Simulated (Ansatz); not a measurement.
# Os2C3: from a trial structure to a relaxed crystal

Computed with DFT PBE, scalar-relativistic, plane waves, PAW in Ansatz. Cutoff 420 eV, Γ-centred k mesh, Gaussian smearing, no spin polarisation in the final step.

Os2C3 was placed on the A-type sesquioxide structure type (P-3m1, No. 164), with Os in place of La, C in place of O, at a guessed volume.

```
CELL_PARAMETERS angstrom
3.29585 0.00000 0.00000
-1.64793 2.85429 0.00000
0.00000 0.00000 5.12781
ATOMIC_POSITIONS crystal
Os 0.33333 0.66667 0.24500
Os 0.66667 0.33333 0.75500
C 0.00000 0.00000 0.00000
C 0.33333 0.66667 0.64500
C 0.66667 0.33333 0.35500
```

Cell and atoms relax at zero pressure; the relaxation can't lower the symmetry of the start. After a coarse first stage the cell is made exact in the group found at 0.06 Å.

Formation energies are uncorrected and refer to the elements' standard structures at the same level.

Problem. What does it relax into?

Solution. It keeps P-3m1 (No. 164). The result has the A-type sesquioxide structure. Conventional cell: a = 3.312 Å, c = 5.513 Å. Os is coordinated by 4 C at 2.00–2.06 Å and 3 C at 2.39 Å; around C on Wyckoff site a (1 atom of the primitive cell) lie 6 Os at 2.39 Å and 6 C at 2.78 Å; around C on Wyckoff site d (2 atoms of the primitive cell) lie 4 Os at 2.00–2.06 Å.

```xyz
5
Lattice="3.3122 0.0000 0.0000 -1.6561 2.8684 0.0000 0.0000 0.0000 5.5134" Properties=species:S:1:pos:R:3 pbc="T T T"
Os    0.0000    1.9123    1.4349
Os    1.6561    0.9561    4.0785
C     0.0000    0.0000    0.0000
C     0.0000    1.9123    3.4983
C     1.6561    0.9561    2.0151
```

Problem. What are its volume, energy, density and gap?

Solution. The volume per atom is 10.48 Å³ and the density is 13.20 g/cm³. The energy over the elements is 1.43 eV/atom. The gap on the 12×12×8 mesh is 0 eV (a metal).

The final run used a 12×12×8 mesh on its 5-atom cell and 0.10 eV smearing. For metals, differences of a few meV/atom aren't resolved. Spin–orbit coupling is left out. Symmetry constrained the relaxation, so the result can be a saddle point. The steps took roughly 40 core-seconds in all.

Cost: 3 runs of about 0.65 core-minutes in all, on Intel Xeon 6975P-C (Granite Rapids) (shared hosts).